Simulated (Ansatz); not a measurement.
**Two structures, one formula**

Two relaxed structures of Al2H2F, doublet (PBE0-D4/def2-TZVP; forces vanish, vibrations not checked).

A:

| atom | x (Å) | y (Å) | z (Å) |
| --- | --- | --- | --- |
| F1 | -2.1293 | -0.1448 | 0.4621 |
| Al2 | -0.5966 | -0.6833 | 0.1235 |
| Al3 | 1.0291 | 1.1099 | -0.7355 |
| H4 | -0.4058 | -2.2595 | 0.0743 |
| H5 | 2.1027 | 1.9778 | 0.0756 |

B:

F1  (-2.261, -0.384, 0.624)
Al2  (-0.666, -0.455, 0.189)
Al3  (1.016, 1.206, -0.862)
H4  (1.359, 0.961, -2.396)
H5  (2.091, 1.824, 0.135)
(Å)

Program: Ansatz 0.2.0. Basis: def2-TZVPP. Cores are frozen in the correlated methods; orbitals are unrestricted. B3LYP uses VWN-RPA correlation.

**Question.** Which structure is lower at CCSD(T), and by how much? (Judge from chemistry; the value comes from the calculation.)

**Answer.** The calculation gives: B, by 0.020 eV (electronic energy, against the other); a gap this small isn't resolved in one triple-zeta basis. By their contacts, A is Al₂H₂F ([F][AlH][AlH]) and B is Al₂H₂F ([F][Al][AlH2]).

**Question.** Do the other methods give the same order? (A judgement: the text doesn't fix the answer.)

**Answer.** Computed: Not all: HF, MP2 give the other order.

```json
{"method": "PBE-D4", "E(B) − E(A) (eV)": "-0.108"}
{"method": "r2SCAN-D4", "E(B) − E(A) (eV)": "-0.067"}
{"method": "PBE0-D4", "E(B) − E(A) (eV)": "-0.062"}
{"method": "B3LYP-D4", "E(B) − E(A) (eV)": "-0.077"}
{"method": "wB97M-V", "E(B) − E(A) (eV)": "-0.070"}
{"method": "HF", "E(B) − E(A) (eV)": "0.037"}
{"method": "MP2", "E(B) − E(A) (eV)": "0.006"}
{"method": "CCSD", "E(B) − E(A) (eV)": "-0.007"}
{"method": "CCSD(T)", "E(B) − E(A) (eV)": "-0.020"}
```

The T1 diagnostic stays at or below 0.025. ⟨S²⟩ of the unrestricted Hartree–Fock references: 0.79 to 0.81 (a pure state has 0.75). The unrestricted reference is spin-contaminated, which hurts MP2 most.

Labels in which every atom is bracketed show which atoms are joined, not bond orders.

For scale, one of the runs: CCSD(T)/def2-TZVPP, 143 basis functions, launched by `ansatz run in.yaml --threads 2 --pin off --events-out ev --progress --plain --max-ram 4352MiB`. Time: 27 s of wall clock on 2 CPU threads of an Arm Neoverse V2; the host was shared. Peak host memory: 1.7 GiB.
